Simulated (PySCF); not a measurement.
**Question.** Give a GFN2-xTB geometry of `FC(F)[C@@H]1CO1`.

**Answer.** 
```xyz
10
C3H4F2O angstrom
F      1.4769   -1.2528   -0.5460
C      1.1944    0.0312   -0.2064
F      2.2170    0.4458    0.5720
C     -0.1182    0.1001    0.5445
C     -1.3731   -0.1137   -0.1818
O     -0.9646    1.1570    0.2276
H      1.1873    0.6386   -1.1240
H     -0.0472   -0.1672    1.5952
H     -1.3422   -0.3014   -1.2489
H     -2.2215   -0.5332    0.3452
```

Orientation and origin are arbitrary. Atoms count from 1 in this order. The 3-membered ring C4–C5–O6 has internal angles of 58.1° to 63.5°. The 2 C–C bonds span 1.466 Å (C4–C5, drawn single) to 1.514 Å (C2–C4, drawn single), a spread of 0.048 Å.

Bonds between heavy atoms (Å): F1–C2 1.358, C2–F3 1.350, C2–C4 1.514, C4–C5 1.466, C5–O6 1.396, C4–O6 1.391.

The geometry is computed with GFN2-xTB (gas phase).

Point group: C1 (no symmetry element, even within 0.4 Å). Not checked by GFN2-xTB frequencies. One conformer, not necessarily the lowest (F1–C2–C4–C5 -72°).
